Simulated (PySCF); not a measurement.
# Structure from 2D NMR

Compound of formula C$_{4}$H$_{7}$N. Correlations simulated from computed shifts and couplings:

HSQC (one-bond C–H):
```csv
δH,δC,"¹J(C,H) (Hz)"
2.24,19.7,139
1.61,24.2,137
1.24,15.4,133
```

COSY cross peaks (|J| ≥ 2 Hz):
```csv
δH,δH,abs. J (Hz),bonds
2.24,1.61,7.4,3
1.61,1.24,7.7,3
```

HMBC (two and three bonds, |J| ≥ 2.5 Hz):
```csv
δH,δC [abs. J in Hz]
2.24,"124.0 [9.7], 24.2 [4.5], 15.4 [6.4]"
1.61,"124.0 [8.2], 19.7 [2.6], 15.4 [3.4]"
1.24,"24.2 [3.6], 19.7 [6.6]"
```

Carbons without hydrogens: δ 124.0.

[PySCF 2.14.0 with density-fitted response routines: shielding tensors at PBE0/pcSseg-1 (GIAO); GFN2-xTB structure; spin–spin couplings from B3LYP/pcJ-1 (spin–dipole term only in couplings to heteroatoms); one computed conformer; no solvent; one averaged value for each set of equivalent atoms; relativity neglected]

Scale: ¹H (σ = 31.72 ppm) and ¹³C (σ = 186.93 ppm) vs TMS (reference shieldings calculated alike).

Exchangeable hydrogens are left out of these lists, and C,H couplings along chains are those of one rotamer, so weak HMBC peaks may be missing or extra.

Which molecule is this?

Results:

`CCCC#N`.

Mapped SMILES: `[CH3:1][CH2:2][CH2:3][C:4]#[N:5]`; H(Xn) means a hydrogen on atom n.

δC 124.0 is C4, a nitrile carbon. δC 24.2 is C2, an sp3 CH2 (δH 1.61). δC 19.7 is C3, an sp3 CH2 α to a nitrile (δH 2.24). δC 15.4 is C1, a methyl carbon (δH 1.24). HMBC from δH 2.24 reaches the proton-free carbon C4. HMBC from δH 1.61 reaches the proton-free carbon C4. COSY links 2.24–1.61, 1.61–1.24.

Unscaled 3J(H,H) at this level run about 10 % above measured values. Shifts are as computed. Against solution values, carbons near 30 ppm lie about +3 ppm off and those near 130 ppm about +5 ppm. Of 1211 compounds with measured shifts, 218 miss one by over three times the rms of a fit or turn the order of signals round; such compounds aren't used in these exercises. Chain 3J(H,H) values assume equally populated staggered rotamers: (2 J gauche + J anti)/3.
